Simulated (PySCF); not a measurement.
First SCF of a structure search on singlet HCN, at a hand-made linear geometry. PySCF input:

```python
from pyscf import gto, scf, dft
mol = gto.M(atom='''
C      0.000000     0.000000     0.000000
N      0.000000     0.000000    -1.270000
H      0.000000     0.000000     1.070000''',
    basis={'C': 'def2-TZVP', 'N': 'def2-TZVP', 'H': 'def2-TZVP'},
    charge=0, spin=0)
mf = dft.RKS(mol, xc='PBE')
mf.grids.atom_grid = (50, 194)
aux = {'C': 'def2-universal-JKFIT', 'N': 'def2-universal-JKFIT', 'H': 'def2-universal-JKFIT'}
mf = mf.density_fit(auxbasis=aux)
mf.conv_tol = 1e-08
mf.diis_space = 10
mf.max_cycle = 60
mf.init_guess = 'minao'
mf.verbose = 4
mf.kernel()
```

Excerpt of the output (cycles and frontier levels):

```
init E= -93.2739525386758
  HOMO = -0.33353334354723  LUMO = -0.0809864196450312  gap/eV = 6.87215
cycle= 1 E= -93.3021738013699  delta_E= -0.0282  |g|= 0.292  |ddm|= 1.38
  HOMO = -0.264585524689684  LUMO = -0.0343249594903244  gap/eV = 6.26571
cycle= 2 E= -92.9421276903875  delta_E= 0.36  |g|= 1.23  |ddm|= 0.819
  HOMO = -0.298643420916635  LUMO = -0.0607493650540999  gap/eV = 6.47343
cycle= 3 E= -93.3249749898813  delta_E= -0.383  |g|= 0.0612  |ddm|= 0.611
  HOMO = -0.315023334769288  LUMO = -0.0740433191807178  gap/eV = 6.55740
cycle= 4 E= -93.3259231019222  delta_E= -0.000948  |g|= 0.0227  |ddm|= 0.0678
  HOMO = -0.310883692785857  LUMO = -0.0704648576491248  gap/eV = 6.54213
cycle= 5 E= -93.326049153506  delta_E= -0.000126  |g|= 0.00343  |ddm|= 0.0186
  HOMO = -0.310954829921553  LUMO = -0.0705535173032136  gap/eV = 6.54165
cycle= 6 E= -93.326052290859  delta_E= -3.14e-06  |g|= 0.000327  |ddm|= 0.00196
  HOMO = -0.310926687711154  LUMO = -0.0705383317217451  gap/eV = 6.54130
cycle= 7 E= -93.3260523139968  delta_E= -2.31e-08  |g|= 5.23e-05  |ddm|= 0.000169
  HOMO = -0.310922198424167  LUMO = -0.0705336350947767  gap/eV = 6.54131
cycle= 8 E= -93.3260523146052  delta_E= -6.08e-10  |g|= 8.24e-06  |ddm|= 3.4e-05
  HOMO = -0.310922126094196  LUMO = -0.0705343027114174  gap/eV = 6.54129
Extra cycle  E= -93.3260523143376  delta_E= 2.68e-10  |g|= 3.54e-05  |ddm|= 1.89e-05
converged SCF energy = -93.3260523143376
```

No lower solution of this spin was found by a stability analysis within the restricted form, which does not test spin polarisation.

The search for the lowest solution, with the stability check, took 2.1 s on 2 threads of a shared Arm Neoverse V2 host, with 68 basis functions; the process peaked at 0.25 GiB.
